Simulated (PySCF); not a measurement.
Species: C₃H₇NO (charge -1 and doublet state).
Geometry (GFN2-xTB, Å), atoms numbered from 1 in this order:
```xyz
12
C3H7NO angstrom
C     -1.306    0.162   -0.242
C     -0.251   -0.847    0.228
N      0.951   -0.230    0.797
C      1.736    0.561   -0.160
O      1.374    1.772   -0.481
H     -1.813    0.611    0.612
H     -2.051   -0.301   -0.893
H     -0.782    0.949   -0.782
H      0.081   -1.448   -0.627
H     -0.693   -1.538    0.972
H      0.647    0.428    1.515
H      2.107   -0.121   -0.964
```

The hyperfine couplings belong to this conformer and change with its torsions.

As a line formula: `CCN[CH][O-]` [radical] (charge -1).

The calculation used PySCF 2.14.0, UKS B3LYP, pcH-1 on C H N O, non-relativistic, mean-field spin-orbit, GIAO. Whether the extra electron is bound in the gas phase wasn't checked; a finite basis holds it in any case. Couplings are sensitive to structure, and on GFN2-xTB geometries they can be far from those on DFT ones, by a factor of two or more for some ions and for spin on atoms past the first row. No stability test was run, so a lower SCF solution isn't excluded.

Q: What is the g tensor, term by term?

A: 
```
                    Δg (ppm)     1     2     3
relativistic mass correction  -221  -221  -221
            gauge correction    -2    15   -21
   orbital Zeeman/spin–orbit   -40  1698  2466
                       total  -263  1493  2224
```

So g = 2.00206, 2.00381, 2.00454 and g_iso = 2.00347; the tensor is rhombic: the two nearest values differ by 29 % of g3 − g1. Axes: g2 points within 8° of the C4–O5 bond.

Q: How much does each term add to the isotropic shift?

A: The orbital-Zeeman/spin–orbit term 1375, the mass correction -221 and the gauge correction -3 ppm, for a total of 1151 ppm. The orbital-Zeeman/spin–orbit term is the largest in size. The mass correction is the same along every axis, so the anisotropy comes from the other two: their spans along these axes are 36 (gauge) and 2506 ppm (orbital Zeeman/spin–orbit).

Q: What effective moment and Curie constant follow for a powder?

A: With the mean of g² = 4.0139 and S(S+1) = 0.75: μ_eff = √(⟨g²⟩S(S+1)) = 1.735 μB and χT = 0.12505·⟨g²⟩·S(S+1) = 0.376 cm³ K/mol (cgs; spin-Hamiltonian part alone).

Q: In a frozen sample, at which fields do the three g values resonate at 9.5, 34, 94 and 263 GHz (hyperfine left aside), and which band first spreads them over more than twice a line width of 0.3 mT?

A: 
```json
{"band": "X", "GHz": "9.5", "B(g3) mT": "338.61", "B(g2) mT": "338.73", "B(g1) mT": "339.03", "spread mT": "0.42"}
{"band": "Q", "GHz": "34.0", "B(g3) mT": "1211.86", "B(g2) mT": "1212.30", "B(g1) mT": "1213.36", "spread mT": "1.51"}
{"band": "W", "GHz": "94.0", "B(g3) mT": "3350.43", "B(g2) mT": "3351.66", "B(g1) mT": "3354.59", "spread mT": "4.16"}
{"band": "J", "GHz": "263.0", "B(g3) mT": "9374.08", "B(g2) mT": "9377.50", "B(g1) mT": "9385.73", "spread mT": "11.64"}
```

The spread grows in proportion to the frequency. Q band is the first where it exceeds 0.6 mT.

Largest spin populations (Mulliken): C4 (+0.64) and O5 (+0.30). The angles at C4 add up to 348.1°, so it is slightly pyramidal.

The HOMO–LUMO gaps are 2.49 eV among the α and 5.18 eV among the β orbitals.
